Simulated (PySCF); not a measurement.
NO, SMILES [N]=O (connectivity only; charge and spin as stated), charge +1, multiplicity 1. Atoms are numbered in the order given.

```xyz
2

N      0.0000     0.0000    -0.5706
O      0.0000     0.0000     0.4992
```
Charge +1, spin multiplicity 1.

Geometry: PBE-D3(BJ)/def2-TZVPD.

These are PBE/def2-TZVPD run with PySCF values and carry that method's errors.

Gas-phase values at a fixed geometry.

The total energy is -129.46852 hartree, the point group is C∞v and the highest occupied level is -23.10 eV. The lowest empty level is -14.62 eV, the orbital gap is 8.48 eV and the dipole moment about the centre of nuclear charge is 0.069 e·Å. The mean static polarisability is 7.0 bohr³ (1.04 Å³) and the polarisability, principal values is 6.0, 6.0, 9.2 bohr³.
